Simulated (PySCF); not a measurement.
System (SMILES): C#CC.
Geometry (B3LYP-D3(BJ)/def2-TZVP, fixed):
```xyz
7

C     -0.0011    -0.0004     0.2181
C     -0.0068    -0.0029     1.4176
C      0.0060     0.0025    -1.2360
H     -0.0119    -0.0051     2.4795
H      0.0152     1.0232    -1.6237
H      0.8874    -0.5130    -1.6226
H     -0.8790    -0.5002    -1.6311
```

Basis-set convergence of the lowest singlet excitation energy at CAM-B3LYP with PySCF. Tamm-Dancoff approximation; the state is taken by its order, and sets in which it differs in degeneracy or brightness are left out, yet its character can still change. All functions are spherical. Density fitting with generated auxiliary sets. No added dispersion term, no relativity. Reference: the value in aug-pcseg-2, 6.597 eV, itself unsure by roughly 0.002 eV (its distance from aug-cc-pVTZ). Deviations are taken from unrounded values. Cost is core time over that of 6-31G**, rough, on shared machines of one kind.

```json
[
 {"basis": "6-31G**", "functions": "62", "lowest singlet excitation energy (eV)": "6.852", "minus reference (eV)": "0.255", "cost": "1×"},
 {"basis": "pcseg-1", "functions": "62", "lowest singlet excitation energy (eV)": "6.787", "minus reference (eV)": "0.190", "cost": "0.7×"},
 {"basis": "6-311G**", "functions": "78", "lowest singlet excitation energy (eV)": "6.797", "minus reference (eV)": "0.200", "cost": "0.8×"},
 {"basis": "def2-SVPD", "functions": "92", "lowest singlet excitation energy (eV)": "6.709", "minus reference (eV)": "0.111", "cost": "1×"},
 {"basis": "aug-cc-pVDZ", "functions": "105", "lowest singlet excitation energy (eV)": "6.600", "minus reference (eV)": "0.003", "cost": "2×"},
 {"basis": "pcseg-2", "functions": "146", "lowest singlet excitation energy (eV)": "6.659", "minus reference (eV)": "0.061", "cost": "2×"},
 {"basis": "def2-TZVPD", "functions": "147", "lowest singlet excitation energy (eV)": "6.650", "minus reference (eV)": "0.052", "cost": "2×"},
 {"basis": "def2-TZVPP", "functions": "149", "lowest singlet excitation energy (eV)": "6.691", "minus reference (eV)": "0.094", "cost": "1×"},
 {"basis": "def2-TZVPPD", "functions": "179", "lowest singlet excitation energy (eV)": "6.648", "minus reference (eV)": "0.051", "cost": "3×"},
 {"basis": "6-311++G(3df,3pd)", "functions": "189", "lowest singlet excitation energy (eV)": "6.604", "minus reference (eV)": "0.006", "cost": "4×"},
 {"basis": "aug-cc-pVTZ", "functions": "230", "lowest singlet excitation energy (eV)": "6.599", "minus reference (eV)": "0.002", "cost": "7×"},
 {"basis": "aug-pcseg-2", "functions": "230", "lowest singlet excitation energy (eV)": "6.597", "minus reference (eV)": "0.000", "cost": "8×"},
 {"basis": "cc-pVQZ", "functions": "285", "lowest singlet excitation energy (eV)": "6.685", "minus reference (eV)": "0.087", "cost": "8×"}
]
```
